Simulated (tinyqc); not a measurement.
Worked calculation: extended Hueckel theory, for PH3. One step of it, computed by the program tinyqc.

Problem. Orbitals. Solve H C = S C e through S^(-1/2); fill by pairs from the bottom, a degenerate level sharing its electrons equally; each orbital has its largest coefficient positive (the first on a tie).

H (eV), lower triangle:
```
,1P 3s,1P 3px,1P 3py,1P 3pz,2H 1s,3H 1s,4H 1s
1P 3s,-18.600000
1P 3px,0.000000,-14.000000
1P 3py,0.000000,0.000000,-14.000000
1P 3pz,0.000000,0.000000,0.000000,-14.000000
2H 1s,-10.639534,-12.323222,0.000000,4.012833,-13.600000
3H 1s,-10.646783,6.161367,-10.675548,4.015573,-1.213868,-13.600000
4H 1s,-10.646783,6.161367,10.675548,4.015573,-1.213868,-1.214381,-13.600000
```

overlap S, lower triangle:
```
,1P 3s,1P 3px,1P 3py,1P 3pz,2H 1s,3H 1s,4H 1s
1P 3s,1.000000
1P 3px,0.000000,1.000000
1P 3py,0.000000,0.000000,1.000000
1P 3pz,0.000000,0.000000,0.000000,1.000000
2H 1s,0.377623,0.510278,0.000000,-0.166163,1.000000
3H 1s,0.377880,-0.255129,0.442052,-0.166276,0.051003,1.000000
4H 1s,0.377880,-0.255129,-0.442052,-0.166276,0.051003,0.051024,1.000000
```

valence electrons = 8

Give: orbital energies; occupations; coefficients; sum of one-electron energies.

Solution.

orbital energies (eV): -21.3235  -17.6952  -17.6944  -14.4094  5.5032  5.5217  8.1752

occupations: 2.0000  2.0000  2.0000  2.0000  0.0000  0.0000  0.0000

coefficients:
```
,MO1,MO2,MO3,MO4,MO5,MO6,MO7
1P 3s,0.6697,0.0000,0.0001,0.2931,0.0040,0.0000,1.0910
1P 3px,0.0000,0.0000,0.5832,0.0000,1.1659,0.0000,-0.0047
1P 3py,0.0000,0.5831,0.0000,0.0000,0.0000,1.1663,0.0000
1P 3pz,-0.0452,0.0000,0.0000,0.9341,-0.0019,0.0000,-0.5155
2H 1s,0.2348,0.0000,0.4361,-0.0787,-1.0046,0.0000,-0.7048
3H 1s,0.2349,0.3776,-0.2179,-0.0787,0.4981,-0.8679,-0.7111
4H 1s,0.2349,-0.3776,-0.2179,-0.0787,0.4981,0.8679,-0.7111
```

sum of one-electron energies = -142.2450 eV
